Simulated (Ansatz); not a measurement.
**How far each method lies from UCCSDT(Q) for H₃Si–GeH, triplet**

Geometry: that of the H3Si–GeH, singlet, kept fixed.

```xyz
6

Si    0.0000    0.0278    1.7126
Ge    0.0000   -0.0307   -0.7441
H     0.0000    1.3481    2.4004
H     1.1976   -0.7339    2.1785
H    -1.1976   -0.7339    2.1785
H     0.0000    1.5581   -0.8556
```

Basis cc-pVTZ; Ansatz 0.2.0. Correlated methods freeze the noble-gas cores and the filled d shells of p-block atoms, which leaves 12 electrons in 114 orbitals. Prefix R: restricted or restricted open-shell reference; prefix U: unrestricted. No spin–orbit coupling is included, and no scalar relativity.

Full CI isn't at hand for all of this; UCCSDT(Q) serves as the reference, and is uncertain by about the last step of the cluster series. The frozen core follows each run's orbitals, which can shift R against U totals by a few meV for light atoms and by up to 0.1 eV past Ca.

```
UHF ⟨S²⟩                          : 2.015
T1 diagnostic (RCCSD)             : 0.0249
largest doubles amplitude (RCCSD) : 0.029
T1 diagnostic (UCCSD)             : 0.0181
```

```json
{"level": "UHF", "E − E(UCCSDT(Q)) (meV)": "7109", "share of correlation (%)": "1.44", "wall time": "–"}
{"level": "UMP2", "E − E(UCCSDT(Q)) (meV)": "1426", "share of correlation (%)": "80.23", "wall time": "–"}
{"level": "UCCSD", "E − E(UCCSDT(Q)) (meV)": "285", "share of correlation (%)": "96.05", "wall time": "–"}
{"level": "UCCSD(T)", "E − E(UCCSDT(Q)) (meV)": "51", "share of correlation (%)": "99.29", "wall time": "26 s (H100)"}
{"level": "UCCSDT", "E − E(UCCSDT(Q)) (meV)": "10", "share of correlation (%)": "99.86", "wall time": "–"}
```

The correlation energy at UCCSDT(Q), counted from RHF, is -7.213 eV. That run took 80 s on 2 threads of AMD EPYC 7R13 with a shared H100 80 GB, shared host.

Run but not shown, since their state or frozen core can't be matched to the reference's or they repeat it: RHF, RMP2, RCCSD, RCCSD(T), BCCD(T), RCCSDT, RCCSDT(Q).

Times hold each run's SCF and search for its determinant on a shared host, so for small cases they say little of a method's own cost.
